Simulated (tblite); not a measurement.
C5H12P (charge +1).
SMILES: `C[C@@H]1C[P+]1(C)C`

Computed values, GFN2-xTB/tblite, gas phase, harmonic and unscaled. This tight-binding method is rough: wavenumbers can miss measured ones by several per cent, in bad cases by 10 to 20.

Harmonic wavenumbers (cm⁻¹): 105.8, 121.1, 133.6, 150.0, 175.1, 194.9, 205.1, 292.1, 381.1, 578.0, 717.7, 753.3, 768.6, 799.0, 839.8, 864.7, 879.2, 906.0, 917.1, 958.9, 997.7, 1022.8, 1078.3, 1120.8, 1154.5, 1279.1, 1306.9, 1309.6, 1376.6, 1377.5, 1386.9, 1387.5, 1395.8, 1410.9, 1465.4, 1472.5, 2987.2, 2988.5, 2993.8, 2997.4, 3002.7, 3008.1, 3013.2, 3031.7, 3045.3, 3048.0, 3049.9, 3067.0.

A = 3973, B = 2204, C = 1802 MHz; mass 103.068 u (most abundant isotopes); point group C1, symmetry number 1.

Q: Zero-point energy?

A: Half the sum of the wavenumbers: 33758 cm⁻¹ = 96.52 kcal/mol.

Q: Give the ideal-gas entropy at 500 K and 1 bar in the rigid-rotor, harmonic-oscillator model (classical rotation).

A: Translation 42.40, rotation 28.95, vibration 41.83: S = 113.2 cal/(mol K).

Q: And Cp and H(500 K) − H(0)?

A: Cp = 51.18 cal/(mol K), of which vibrations give 43.23 (their classical limit is 48 R = 95.4); H(500 K) − H(0) = 15.03 kcal/mol without the zero-point energy, 11.06 from vibrations.

Q: Which modes carry the vibrational entropy at 500 K?

A: 105.8 cm⁻¹: 4.36; 121.1 cm⁻¹: 4.09; 133.6 cm⁻¹: 3.90; 150.0 cm⁻¹: 3.67; 175.1 cm⁻¹: 3.37; 194.9 cm⁻¹: 3.16 cal/(mol K); the other 42 give 19.28 together.

Q: How do the functions run with temperature in this model?

A: 
| T (K) | S (cal/(mol K)) | Cp (cal/(mol K)) | H − H(0) (kcal/mol) | G − H(0) (kcal/mol) | ln q(vib) |
| --- | --- | --- | --- | --- | --- |
| 100 | 64.5 | 18.1 | 1.20 | -5.25 | 0.94 |
| 200 | 79.5 | 25.7 | 3.41 | -12.49 | 3.19 |
| 300 | 91.5 | 34.4 | 6.40 | -21.05 | 5.45 |
| 800 | 141.2 | 67.8 | 33.08 | -79.85 | 16.44 |
| 1000 | 157.1 | 75.2 | 47.42 | -109.71 | 20.53 |

q(vib) and H(0) count from the zero-point level.

Hindered rotation and anharmonicity are outside this model. The structure is chiral; the term R ln 2 for an equal mix with its mirror image is left out.
